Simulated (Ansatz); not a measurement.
Born–Oppenheimer molecular dynamics of BH$_{5}$N$_{2}$ (8 atoms, charge 0, multiplicity 1). It goes on from the last frame of an earlier run, with new velocities.

The calculation used RKS PBE0-D4/def2-SVP (Ansatz 0.2.0).

```yaml
ensemble: NVT, Langevin thermostat
time_step: 1 fs
steps_asked: 250
set_temperature: 1000 K
friction: 0.001 /fs
seed: 50232
```

First frame:

```xyz
8
Properties=species:S:1:pos:R:3
B 0.113 0.107 0.080
N 0.028 -0.181 1.421
H -0.912 -0.019 1.548
H 0.696 0.001 2.262
N 1.294 0.100 -0.669
H 1.933 -0.799 -0.597
H 1.225 0.428 -1.652
H -0.933 0.262 -0.417
```

Problem. What does the run give?

Solution. The run went to its last step.

* steps done: 250
* time covered: 250 fs
* mean temperature over the second half: 1003 K
* spread of the potential energy over the second half: 25.3 meV per atom
* mean potential energy of the second half above the start: -11.9 meV per atom

A run of 0.25 ps of so small a system gives no equilibrium averages.

Problem. What happens to the structure?

Solution. The same pairs are bonded in the first frame and the last. Pairs count as bonded within 1.25 times the sum of covalent radii (0.12 Å more for H–H). Another seed would give other details.

Problem. How do temperature and energy run in time?

Solution. 
```
time (fs)  T (K)  potential energy less start (eV)
        0    875                             0.000
       12   1088                            -0.251
       24   1231                            -0.285
       36    710                             0.277
       48   1370                            -0.429
       60    892                             0.034
       72   1115                            -0.205
       84   1226                            -0.397
       96    902                            -0.173
      108   1239                            -0.458
      120   1028                            -0.286
      132    891                            -0.105
      144    831                            -0.058
      156   1024                            -0.186
      168   1047                            -0.145
      180    630                             0.282
      192   1430                            -0.501
      204   1234                            -0.283
      216    974                             0.009
      228   1199                            -0.223
      240    831                             0.268
```

The run took 4 min on 1 thread of Intel(R) Xeon(R) 6975P-C (Granite Rapids), on a shared host, peak memory 0.13 GiB.
